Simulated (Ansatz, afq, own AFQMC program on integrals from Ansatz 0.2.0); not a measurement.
AFQMC on a folder of integrals that Ansatz 0.2.0 wrote.

```yaml
crystal:
  periodic: [false, false, false]
  atoms:
    - {symbol: Hf, position_ang: [0.000000, 0.000000, 0.000000]}
    - {symbol: B, position_ang: [0.000000, 0.000000, 1.945000]}
basis:
  gaussian: {orbitals: def2-TZVP}
magnetization: {spin_polarized: true, initial_magnetization: 5}
correlation: {method: ccsd_t, electrons: outside_noble_gas, hamiltonian_folder: ham}
```

```sh
$ ansatz run in.yaml --threads 1 --pin off --events-out ev --progress --plain --max-ram 16896MiB --backend cuda --devices 0, --max-vram 18GiB
```

Options of the walk:

```
--method phaseless --trial cisd --walkers 4000 --populations 20 --least-time 60 --time-step 0.005 --steps-per-block 50 --equilibration-blocks 40 --max-blocks 4000 --target-error 0.00016 --factor-cut 1e-05 --start spin_pure --seed 8069 --release-times 0.24,0.5,1,1.5 --release-step 0.02 --release-every 3 --taylor-order 6
```

Times are imaginary, in 1/Eh. The walk had a cap of 240 s. With eight or more populations the least sampling time is a fifth of least-time, and the error comes from their spread. Core potentials past Kr, no spin–orbit coupling.

afq prints:

```
orbitals 66  electrons 6 1  factors 510 of 558
reference energy -71.94062656 Eh
CCSD correlation -0.12876170 Eh in 12 cycles, weight of the determinant in the CISD state 0.8897
energy of the start -72.069336 Eh
 block  time / (1/Eh)  mean weight  energy / Eh
     1     0.250  1.0001  -72.069130
     2     0.500  0.9999  -72.070147
     3     0.750  1.0000  -72.071380
     4     1.000  1.0000  -72.072611
     5     1.250  0.9999  -72.073636
     7     1.750  0.9999  -72.074897
     9     2.250  1.0000  -72.075630
    11     2.750  0.9997  -72.076144
    15     3.750  1.0000  -72.077238
    19     4.750  0.9999  -72.078156
    21     5.250  1.0001  -72.078209
    23     5.750  1.0000  -72.077164
    27     6.750  1.0000  -72.078172
    31     7.750  1.0001  -72.077796
    35     8.750  1.0001  -72.077848
    39     9.750  1.0000  -72.077109
    43    10.750  1.0003  -72.077417
    47    11.750  1.0000  -72.076886
    51    12.750  1.0003  -72.077310
    55    13.750  1.0000  -72.077289
    59    14.750  1.0000  -72.077056
    63    15.750  1.0000  -72.077234
    67    16.750  1.0004  -72.077128
    71    17.750  0.9999  -72.078085
    75    18.750  0.9994  -72.077165
    79    19.750  1.0002  -72.077456
    83    20.750  0.9998  -72.077336
    87    21.750  1.0000  -72.076625
    89    22.250  0.9999  -72.076777
error from the spread of 20 populations
released: time / (1/Eh)  energy / Eh  error  mean overlap
  0.24  -72.078115  0.000424  1.0006
  0.50  -72.077780  0.000082  1.0009
  1.00  -72.078117  0.000096  0.9979
  1.50  -72.078504  0.000100  0.9947
energy -72.077239 +/- 0.000142 Eh
(rows thinned)
```

The run passed its tests (sampling time, drift between the halves within three errors, error under three times the target), which doesn't prove that it has relaxed.

Against this walk (error 3.9 meV) on the same determinant: CCSD(T) 0.2 meV higher (within the noise), CCSDT(Q) 45.6 meV lower. The error is statistical and leaves out the bias of the constraint. The released energies have errors that jump between times, so the bars are unsure (meV from the phaseless value at times in 1/Eh: -24 ± 12 at 0.24, -14.7 ± 2.2 at 0.50, -24 ± 3 at 1.00, -34 ± 3 at 1.50), so they give no level; they do show a bias of the constraint, and the last of them that isn't too noisy lies 11 meV above CCSDT(Q). CCSDT(Q) is the surest value here, so the walk's 46 meV above it is most likely the bias of the constraint with this trial, which can have either sign.

Cautions: constraint bias not in the error; no spin-orbit coupling; outer-core shells of the metal frozen; lower spins were not checked; higher spins were not checked; (T) is large, 6 % of the CCSD correlation.

The walk took 61 s on 1 × NVIDIA H100 80GB HBM3 with 2 threads of AMD EPYC 7R13 Processor (Zen 3), on a shared host (the card was shared). The log's last line is the phaseless energy.

CCSDT and higher add their correlation energy to the determinant of the CCSD(T) run, since their own runs factorise the integrals more tightly (a shift of under 2 meV). A walk keeps the symmetry of its determinant, which the program's search chose and which needn't be the lowest solution, so a lower state of the same spin and another symmetry isn't excluded.
